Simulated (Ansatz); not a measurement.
Bond stretch in Li2, singlet.

Computed with: RMP2 = MP2 on RHF/aug-cc-pVDZ, frozen core (Ansatz, a quantum-chemistry and plane-wave program); UCCSD = CCSD on UHF/aug-cc-pVDZ, frozen core in Ansatz; RKS-BLYP = restricted BLYP/aug-cc-pVDZ in Ansatz.

Total energies in hartree (comparable only within one method and basis):

| R / Å | RMP2 | UCCSD | RKS-BLYP |
|---|---|---|---|
| 2.08 | -14.86821 | -14.88288 | -14.97662 |
| 2.19 | -14.87550 | -14.88944 | -14.98299 |
| 2.37 | -14.88355 | -14.89648 | -14.98972 |
| 2.44 | -14.88561 | -14.89820 | -14.99134 |
| 2.61 | -14.88867 | -14.90055 | -14.99349 |
| 2.64 | -14.88896 | -14.90074 | -14.99365 |
| 2.74 | -14.88951 | -14.90095 | -14.99380 |
| 2.83 | -14.88950 | -14.90068 | -14.99350 |
| 2.95 | -14.88888 | -14.89979 | -14.99259 |
| 2.98 | -14.88863 | -14.89949 | -14.99229 |
| 3.15 | -14.88670 | -14.89731 | -14.99017 |
| 3.40 | -14.88265 | -14.89317 | -14.98620 |
| 3.70 | -14.87681 | -14.88767 | -14.98091 |
| 4.07 | -14.86925 | -14.88122 | -14.97449 |
| 4.59 | -14.85936 | -14.87414 | -14.96662 |
| 4.98 | -14.85305 | -14.87061 | -14.96181 |
| 5.49 | -14.84648 | -14.86783 | -14.95689 |
| 6.10 | -14.84109 | -14.86620 | -14.95273 |
| 6.71 | -14.83810 | -14.86549 | -14.94998 |
| 7.49 | -14.83720 | -14.86512 | -14.94786 |
| 8.32 | -14.83903 | -14.86497 | -14.94665 |

The restricted form behind RMP2, RKS-BLYP keeps the bonding electrons paired and can't separate into open-shell fragments. The T1 diagnostic of CCSD on the restricted reference of RMP2 exceeds 0.045 at 4.59 to 8.32 Å. The unrestricted determinant behind UCCSD is spin-contaminated at 2.08 to 8.32 Å (<S²> up to 1.0, against 0.00 for a pure singlet). With two correlated electrons CCSD is exact in the basis where it finds the lowest root (UCCSD).
